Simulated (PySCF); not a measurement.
Gas-phase reaction: Si₂O₂ + N → Si₂N + 2 O

Computed with PySCF (xtb for GFN2) and rigid-rotor harmonic-oscillator thermochemistry at 1 bar. † marks an energy on the PBE0/def2-TZVP geometry and frequencies; other levels use their own. Open shells (unrestricted): N (multiplicity 4), Si₂N (multiplicity 2, electronic degeneracy 4), O (multiplicity 3, electronic degeneracy 9); the rest are closed-shell singlets. GFN2 has no spin-polarisation term. Spin-orbit splitting is ignored; it lowers the true energy and changes the entropy of Si₂N, O. B3LYP is the form with VWN-RPA correlation. Si₂O₂: computed as isolated molecules; such fragments, hydroxides, amides, oligomers or adducts are transient or little studied in the gas. The harmonic model lacks anharmonicity and excited electronic states, which grow with temperature; levels with a mode under 35 cm⁻¹ are left out.

| level | ΔE electronic, kJ | ΔH°(298 K), kJ | ΔS°(298 K), J/K | ΔG°(1400 K), kJ |
|---|---|---|---|---|
| B3LYP/def2-TZVP† | 780 | 775 | 159 | 546 |
| GFN2-xTB | 1154 | 1152 | 160 | 926 |
| PBE/def2-TZVP† | 807 | 802 | 159 | 573 |
| PBE0/def2-QZVP† | 797 | 792 | 159 | 563 |
| PBE0/def2-TZVP | 793 | 788 | 159 | 559 |
| ωB97M-V/def2-TZVP† | 844 | 839 | 159 | 610 |
ΔH° is lowest at B3LYP/def2-TZVP† and highest at GFN2-xTB. No reference value is set beside these.
